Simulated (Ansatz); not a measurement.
**[Nd(NH3)6]3+ (NdN6H18 (+3)): the relaxed shape and its frontier levels**

Aim: characterise [Nd(NH3)6]3+ (NdN6H18 (+3)) as a quartet: its structure, frontier levels and distribution of charge and spin.

Method: UKS PBE0-D4/def2-TZVP; program: Ansatz 0.2.0, Gaussian basis.

Plan: relaxation at r2SCAN-D4/def2-SVP; a search for the lowest solution at PBE0-D4/def2-SVP; a single point at PBE0-D4/def2-TZVP.

1 further run of the same task is left out (it didn't finish). Runs told in other sessions of the task aren't counted.

### 1 Where the work starts

25 atoms, charge 3, spin multiplicity 4.

Atoms are counted from 1 here; the program's logs count them from 0.

Bond lengths: Nd1–N2 2.617 Å, Nd1–N6 2.623 Å, Nd1–N10 2.621 Å, Nd1–N14 2.619 Å, Nd1–N18 2.619 Å, Nd1–N22 2.619 Å, N2–H3 1.029 Å, N2–H4 1.029 Å, N2–H5 1.029 Å, N6–H7 1.029 Å, N6–H8 1.029 Å, N6–H9 1.029 Å, N10–H11 1.029 Å, N10–H12 1.029 Å, N10–H13 1.029 Å, N14–H15 1.029 Å, N14–H16 1.029 Å, N14–H17 1.029 Å and more. Angles: N2–Nd1–N6 179.5°, N2–Nd1–N10 89.6°, N2–Nd1–N14 90.8°, N2–Nd1–N18 89.5°, N2–Nd1–N22 90.2°, N6–Nd1–N10 90.9°, N6–Nd1–N14 88.7°, N6–Nd1–N18 90.3°, N6–Nd1–N22 89.9°, N10–Nd1–N14 179.5°, N10–Nd1–N18 89.8°, N10–Nd1–N22 89.9°, N14–Nd1–N18 89.9°, N14–Nd1–N22 90.4°, N18–Nd1–N22 179.6°, Nd1–N2–H3 114.8°, Nd1–N2–H4 115.0°, Nd1–N2–H5 114.5° and more.

Coordinates:

```xyz
25
H18N6Nd
Nd    0.00157   -0.00382    0.00293
N     0.00194    0.01186    2.61994
H     0.84608    0.41405    3.04917
H    -0.07706   -0.91473    3.06028
H    -0.76689    0.54900    3.04370
N    -0.02199   -0.01147   -2.62013
H    -0.84692   -0.46056   -3.04032
H     0.77072   -0.50137   -3.05617
H    -0.00251    0.91887   -3.05946
N     2.62208   -0.01185    0.01897
H     3.05596    0.92049   -0.02085
H     3.05361   -0.51454   -0.76856
H     3.05127   -0.44463    0.84817
N    -2.61709    0.01816   -0.03308
H    -3.03437    0.57758   -0.78925
H    -3.06130    0.38920    0.81779
H    -3.04971   -0.90835   -0.14834
N     0.01769    2.61514    0.01026
H     0.29772    3.03364    0.90783
H    -0.89160    3.05388   -0.19004
H     0.65272    3.05263   -0.67104
N    -0.00106   -2.62247    0.00731
H    -0.22460   -3.04560   -0.90374
H    -0.67349   -3.06053    0.65135
H     0.89724   -3.05458    0.26329
```

Nd takes a core potential in the def2 sets. No spin-orbit coupling is included. The ion is computed in the gas phase, without counter-ions or solvent.

The start is a GFN2-xTB geometry.

### 2 Relaxation at r2SCAN-D4/def2-SVP

in.yaml reads:

```yaml
crystal:
  periodic: [false, false, false]
  atoms:
    - {symbol: Nd, position_ang: [0.001570, -0.003820, 0.002930]}
    - {symbol: N, position_ang: [0.001940, 0.011860, 2.619940]}
    - {symbol: H, position_ang: [0.846080, 0.414050, 3.049170]}
    - {symbol: H, position_ang: [-0.077060, -0.914730, 3.060280]}
    - {symbol: H, position_ang: [-0.766890, 0.549000, 3.043700]}
    - {symbol: N, position_ang: [-0.021990, -0.011470, -2.620130]}
    - {symbol: H, position_ang: [-0.846920, -0.460560, -3.040320]}
    - {symbol: H, position_ang: [0.770720, -0.501370, -3.056170]}
    - {symbol: H, position_ang: [-0.002510, 0.918870, -3.059460]}
    - {symbol: N, position_ang: [2.622080, -0.011850, 0.018970]}
    - {symbol: H, position_ang: [3.055960, 0.920490, -0.020850]}
    - {symbol: H, position_ang: [3.053610, -0.514540, -0.768560]}
    - {symbol: H, position_ang: [3.051270, -0.444630, 0.848170]}
    - {symbol: N, position_ang: [-2.617090, 0.018160, -0.033080]}
    - {symbol: H, position_ang: [-3.034370, 0.577580, -0.789250]}
    - {symbol: H, position_ang: [-3.061300, 0.389200, 0.817790]}
    - {symbol: H, position_ang: [-3.049710, -0.908350, -0.148340]}
    - {symbol: N, position_ang: [0.017690, 2.615140, 0.010260]}
    - {symbol: H, position_ang: [0.297720, 3.033640, 0.907830]}
    - {symbol: H, position_ang: [-0.891600, 3.053880, -0.190040]}
    - {symbol: H, position_ang: [0.652720, 3.052630, -0.671040]}
    - {symbol: N, position_ang: [-0.001060, -2.622470, 0.007310]}
    - {symbol: H, position_ang: [-0.224600, -3.045600, -0.903740]}
    - {symbol: H, position_ang: [-0.673490, -3.060530, 0.651350]}
    - {symbol: H, position_ang: [0.897240, -3.054580, 0.263290]}
basis:
  gaussian: {orbitals: def2-SVP}
total_charge: 3
magnetization: {spin_polarized: true, initial_magnetization: 3}
hamiltonian: {xc: r2scan, dispersion: d4}
scf: {lower_state_search: "off"}
output: {orbitals: {seedname: orbitals}}
relax: {f_tol: 0.03, max_steps: 70}
```

Command:

```console
$ ansatz run in.yaml --threads 4 --pin off --events-out ev --progress --plain --max-ram 6963MiB
```

The runs that follow: Searching for the lowest solution, PBE0-D4/def2-SVP; Single point, PBE0-D4/def2-TZVP.

Q: Predict the results of all the runs planned. Wanted: point group; near neighbours of the metal; HOMO, LUMO at PBE0-D4/def2-TZVP; ⟨S²⟩; charge on the metal; spin on the metal.

The runs gave:

| quantity | value |
| --- | --- |
| point group | C1 |
| near neighbours of the metal | N 2.60, N 2.60, N 2.60, N 2.60, N 2.60, N 2.60 Å |
| HOMO, LUMO at PBE0-D4/def2-TZVP (over both spins) | -21.04, -14.56 eV |
| ⟨S²⟩ | 3.754 |
| charge on the metal (Mulliken, PBE0-D4/def2-TZVP) | +1.67 e |
| spin on the metal (Mulliken) | 3.05 |

The molecule keeps its bonding pattern by the stored test; the atoms moved 0.02 Å (rms). Of 3 unpaired electrons, 3.05 sit on the metal by Mulliken's count, more than all: the ligands carry opposite spin. No usable vibrations, so a minimum isn't proven. The alpha HOMO lies nearest to N18, N22 about 21 % each; N10, N14 about 8 % each and the alpha LUMO to Nd1 96 %. Whether this spin is the lowest isn't tested here. The point group is read from a loosely relaxed geometry; soft torsions can leave it below the true symmetry.
